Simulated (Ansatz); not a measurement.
**Volume per atom of P (model structure, started from the hcp type, P6₃/mmc, No. 194, 2 atoms in the cell) at several levels of theory**

No measured value is used here.

| level (code) | value (Å³/atom) |
|---|---|
| PBE (Ansatz) | 14.50 |
| PBEsol (Ansatz) | [?] |
| PBE-D3(BJ) (Ansatz) | 13.68 |
| r²SCAN (Ansatz) | 14.59 |

Some entries are withheld; supply them.


- PBEsol (Ansatz, a first-principles code), value (Å³/atom): 13.93

Ansatz's density-functional and Hartree–Fock values are scalar-relativistic unless marked +SOC, with PAW data made under PBE.

A model structure was made by putting elements into a prototype or built by hand; it is no filed structure, need not be a known phase, and can be a saddle point held by its symmetry.
